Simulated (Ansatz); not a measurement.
# Ansatz input wanted

The species is BH2Cl (4 atoms), meant as a singlet with charge 0. SMILES: `[H]B([H])Cl`. The coordinates come from a GFN2-xTB relaxation.

```xyz
4

B     0.0693    0.1144   -0.0004
H     1.2401    0.0707    0.0155
H    -0.5121    1.1316   -0.0190
Cl   -0.7973   -1.3167    0.0038
```

Settings wanted:

```json
{
 "basis set": "STO-3G",
 "core potential": "none",
 "integral approximation": "none",
 "task": "energy",
 "method": "DFT",
 "functional": "wB97X",
 "reference": "RKS",
 "relativity": "none",
 "accuracy": "high"
}
```

Q: Write the Ansatz 0.2.0 input and the command.

A: One that was run (others would do as well):

run.yaml:
```yaml
crystal:
  periodic: [false, false, false]
  atoms:
    - {symbol: B, position_ang: [0.069310, 0.114420, -0.000410]}
    - {symbol: H, position_ang: [1.240090, 0.070720, 0.015540]}
    - {symbol: H, position_ang: [-0.512130, 1.131590, -0.018950]}
    - {symbol: Cl, position_ang: [-0.797280, -1.316740, 0.003830]}
basis:
  gaussian:
    orbitals: STO-3G
hamiltonian:
  xc: {name: wB97X}
accuracy: high
```

```bash
$ ansatz run run.yaml --threads 1 --pin off --max-ram 2610MiB --events-out events.jsonl --progress --plain --runs-dir runs
```

Calculated total energy: -480.93779 Eh.
